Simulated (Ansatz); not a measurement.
Basis sets over 5 cases of the dipole moment at PBE with Ansatz (elements up to F), each against its own reference: (a) the value in aug-cc-pVQZ; (b) the value in aug-pcseg-3. By their distance from other large sets or by the extrapolation step the references are unsure by up to roughly 0.002 D. B3LYP-D3(BJ)/def2-TZVP geometries; no added dispersion term; no relativity. Cartesian d functions in some cases of 6-31G*, 6-31G**, 6-31+G*. 

Cases are drawn at random; left out are references unsure by over 0.033 D, dipoles under 0.05 D, doubtful singlets, and cases whose largest runs show a restricted determinant unstable towards unrestricted orbitals, <S^2> over 0.1 too high or, where CCSD(T) ran, T1 over 0.025 (0.045 for open shells). Sets are drawn from those converged to one state in every case.

Cases (SMILES) and reference values:
- N#C (CH-N): 2.950 D (b)
- N (NH3): 1.444 D (b)
- O=C (CH2-O): 2.202 D (a)
- B(=O)F: 2.073 D (b)
- O (H2O): 1.787 D (b)

Question: Rank these sets by mean absolute deviation from the references, smallest first: def2-SVPD; 6-31+G*; def2-SVP; d-aug-cc-pVTZ; 6-311G**.

Answer: d-aug-cc-pVTZ (0.001 D, signed -0.001), def2-SVPD (0.029 D, signed 0.017), 6-311G** (0.167 D, signed 0.003), 6-31+G* (0.194 D, signed 0.184), def2-SVP (0.199 D, signed -0.066)

Ansatz is a first-principles code.
